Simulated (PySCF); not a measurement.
**`C=CC[C@H]1CN1`: 4 charge schemes on one density**

C5H9N.
Z-matrix (Å and degrees, GFN2-xTB geometry), rows numbered from 1:
```
C 
C   1  1.3193
C   2  1.4967  1  124.57
C   3  1.5149  2  110.82  1   121.75
C   4  1.4795  3  120.65  2    82.16
N   4  1.4444  3  116.66  2   150.62
H   1  1.0769  2  122.11  3  -179.83
H   1  1.0781  2  121.70  3     0.63
H   2  1.0826  1  120.37  3   179.33
H   3  1.0924  2  109.91  1  -119.15
H   3  1.0919  2  110.26  1     0.18
H   4  1.0888  3  113.89  2   -65.40
H   5  1.0815  4  118.97  6  -102.54
H   5  1.0843  4  119.26  6   109.28
H   6  1.0147  4  114.74  5  -105.69
```

Density: PBE0/pcSseg-1 (PySCF); schemes: Mulliken, IAO, Hirshfeld and ESP-fitted. The structure is a single GFN2-xTB conformer in the gas phase; no vibrational or solvent corrections.

Q: What partial charge does each atom carry?

A: In e:

```
atom                   environment  Mulliken     IAO  Hirshfeld  ESP-fitted
  C1          terminal =CH2 carbon    -0.149  -0.326     -0.110      -0.488
  C2              alkene CH carbon    -0.243  -0.129     -0.037      -0.042
  C3                allylic carbon    -0.088  -0.265     -0.071      -0.314
  C4  sp3 carbon bound to nitrogen    -0.186  -0.032     -0.001      +0.056
  C5  sp3 carbon bound to nitrogen    -0.060  -0.201     -0.053      -0.132
  N6      secondary amine nitrogen    -0.382  -0.437     -0.195      -0.648
  H7              vinylic hydrogen    +0.113  +0.149     +0.044      +0.187
  H8              vinylic hydrogen    +0.106  +0.142     +0.042      +0.195
  H9              vinylic hydrogen    +0.103  +0.141     +0.042      +0.112
 H10            methylene hydrogen    +0.129  +0.153     +0.046      +0.166
 H11            methylene hydrogen    +0.121  +0.140     +0.044      +0.161
 H12              methine hydrogen    +0.113  +0.131     +0.041      +0.117
 H13            methylene hydrogen    +0.124  +0.145     +0.046      +0.153
 H14            methylene hydrogen    +0.122  +0.137     +0.047      +0.095
 H15                  N–H hydrogen    +0.177  +0.250     +0.117      +0.381
```

Mean size of the charges over all atoms: ESP-fitted 0.216 e, IAO 0.185 e, Mulliken 0.148 e, Hirshfeld 0.062 e. Each set sums to the total charge, 0, to within 0.001 e. The IAO scheme counts the electrons in orthogonalised intrinsic atomic orbitals, a minimal basis polarised so that it spans the occupied orbitals exactly. The ESP scheme fits charges at the nuclei, held to the total charge, to the electrostatic potential on points at 1.4 to 2.0 times the van der Waals radii.

Lowest charge. All schemes agree: Mulliken N6 (-0.382); IAO N6 (-0.437); Hirshfeld N6 (-0.195); ESP-fitted N6 (-0.648).

Highest charge. All schemes agree: Mulliken H15 (+0.177); IAO H15 (+0.250); Hirshfeld H15 (+0.117); ESP-fitted H15 (+0.381).

Q: How closely do the schemes follow one another over all atoms?

A: Correlation coefficient and root-mean-square difference: Hirshfeld with ESP-fitted 0.98, 0.197 e; IAO with Hirshfeld 0.98, 0.134 e; IAO with ESP-fitted 0.97, 0.089 e; Mulliken with IAO 0.90, 0.094 e; Mulliken with Hirshfeld 0.90, 0.103 e; Mulliken with ESP-fitted 0.83, 0.163 e.

Q: How many electrons does the ESP-fitted scheme count on C5?

A: Z − q = 6 − (-0.132) = 6.132.
